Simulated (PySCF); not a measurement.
# Broadened absorption spectrum of CH3NSi

Species: CH3NSi.
SMILES: `N#C[SiH3]`

Computed with PySCF, TDDFT CAM-B3LYP/def2-SVPD, vertical, gas phase, core orbitals frozen in the response. Isolated species at its GFN2-xTB geometry, gas phase.

Computed states:

| state | E (eV) | f |
| --- | --- | --- |
| S1 | 7.22 | 0.0000 |
| S2 | 7.54 | 0.0025 |
| S3 | 7.54 | 0.0025 |
| S4 | 8.44 | 0.0060 |
| S5 | 8.44 | 0.0060 |
| S6 | 8.95 | 0.0019 |
| S7 | 8.95 | 0.0019 |

Each state is given a Gaussian of 0.5 eV full width at half maximum, with ε(max) = 2.175×10⁸ f / Δν̃ (Δν̃ the width in cm⁻¹). The width is an assumption, not a result. The curve ends short of the highest state used, and states not computed would add to its high-energy end.

Problem. Give the broadened spectrum and its maxima.

Solution. 
```tsv
λ (nm)	ε (L mol⁻¹ cm⁻¹)
148.5	599
149.7	499
151.0	370
152.2	259
153.4	171
154.7	112
155.9	88
157.1	91
158.4	117
159.6	154
160.8	195
162.1	235
163.3	260
164.6	268
165.8	257
167.0	232
168.3	193
169.5	154
170.7	116
172.0	80
173.2	54
174.4	35
175.7	20
176.9	12
178.1	7
179.4	3
180.6	2
181.9	1
183.1	0
184.3	0
185.6	0
186.8	0
188.0	0
189.3	0
190.5	0
191.7	0
```

Maxima: 164 nm (7.54 eV), ε about 270, made up of S2 (50%) and S3 (50%) (ε in L mol⁻¹ cm⁻¹; maxima over ε = 5, shares over 10%). At its high-energy end, 8.35 eV, the curve is still rising (ε about 600, from S4 and S5).

Problem. What would ε be at 7.54 eV, the highest of these maxima, with half the width (0.25 eV)?

Solution. About 536 L mol⁻¹ cm⁻¹ against 268, a factor of about 2.00; a lone state at its own centre would give exactly 2.

Problem. Does any computed singlet lie in the visible range?

Solution. No computed singlet lies in the visible range (380 to 750 nm); the lowest, at 172 nm, stands 3.95 eV above its violet end (3.26 eV).

Problem. Coming from long wavelengths, where does ε first pass 100 L mol⁻¹ cm⁻¹?

Solution. At about 171 nm (7.24 eV), 0.03 eV above S1.
